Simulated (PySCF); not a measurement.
## A thermochemical cycle for BH

r²SCAN in PySCF with def2-TZVPPD on every atom, for the lowest determinant that a PBE0 search found; no spin–orbit coupling. BH, a singlet (closed shell), has De = 3.44 eV to neutral atoms, and BH⁺, a doublet (σ ↑), has De = 2.86 eV to B⁺ + H.

The adiabatic ionisation energy of BH, between the minima, is 9.35 eV.

**Question.** Which ionisation energy of the B atom does this level give?

**Answer.** IE(B) = IE(molecule) + De(ion) − De(neutral) = 9.35 + 2.86 − 3.44 = 8.77 eV; the measured value is 8.298 eV (NIST ASD).

For an ion De counts to the pair picked by the measured ionisation energies or electron affinities, which need not be the lowest pair at this level. States were picked by a PBE0 search and need not be the measured ground states.
